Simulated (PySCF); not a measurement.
Worked example: correlation energy of GaH, triplet

Geometry: that of the GaH⁻, doublet, kept fixed. The singlet lies 2.1 eV lower here.

| atom | x (Å) | y (Å) | z (Å) |
| --- | --- | --- | --- |
| Ga | 0.0000 | 0.0000 | 0.0000 |
| H | 0.0000 | 0.0000 | 1.7244 |

Basis aug-cc-pVDZ; PySCF 2.14.0. Correlated methods freeze the noble-gas cores and the filled d shells of p-block atoms, which leaves 4 electrons in 31 orbitals. Prefix R: restricted or restricted open-shell reference. No spin–orbit coupling is included, and no scalar relativity.

Full CI is exact within this basis and frozen core; it isn't the basis-set limit.

RCCSD has a T1 diagnostic of 0.048 and a largest doubles amplitude of 0.06.

```csv
level,total energy (hartree)
RHF,-1923.707734
RMP2,-1923.747116
RCCSD,-1923.763756
RCCSD(T),-1923.765085
RCCSDT,-1923.765632
full CI,-1923.765655
```

Q: What is the correlation energy at full CI, and what share of it do RMP2 and RCCSD(T) recover?

A: E(corr) = -1923.765655 − (-1923.707734) = -0.057921 hartree = -1.576 eV. RMP2: -0.039382 / -0.057921 = 67.99 %. RCCSD(T): -0.057351 / -0.057921 = 99.02 %.

Q: By how many kcal/mol does RCCSD(T) miss full CI (1 hartree = 627.509 kcal/mol), and which steps make up the rest?

A: -1923.765085 − (-1923.765655) = 0.000570 hartree = 0.36 kcal/mol. Steps: RCCSDT − RCCSD(T) = -0.34, full CI − RCCSDT = -0.01 kcal/mol. That is within 1 kcal/mol of the reference in this basis, which itself misses far more of the correlation at the basis-set limit.
